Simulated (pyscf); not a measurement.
HO–Ga(OH)–F + H• -> •O–Ga(OH)–F + H₂ (hydrogen abstraction; doublet surface; H–O broken, H–H formed). Single points on ωB97X-D3(BJ)/def2-SVP structures (PySCF, gas phase). Energies in kcal/mol from the separated reactants.

| level | barrier | reaction energy |
|---|---|---|
| ωB97X-D3(BJ)/def2-TZVP | 17.7 | +15.4 |
| PBE/def2-TZVP | 13.2 | +17.7 |
| r²SCAN/def2-TZVP | 12.4 | +13.7 |
| PBE0-D3(BJ)/def2-TZVP | 16.9 | +17.1 |
| ωB97M-D3(BJ)/def2-TZVP | 18.5 | +15.9 |
| HF/def2-TZVP | 23.0 | +5.7 |

At PBE, r²SCAN, PBE0-D3(BJ) this geometry lies under the product side: in single points on another level's saddle the reverse barrier vanishes, and the forward threshold there is about the reaction energy. One saddle was located; it need not be the lowest between these sides. The angle at the transferred H is 154°. Elements up to Kr have no core potential and no relativistic terms here.
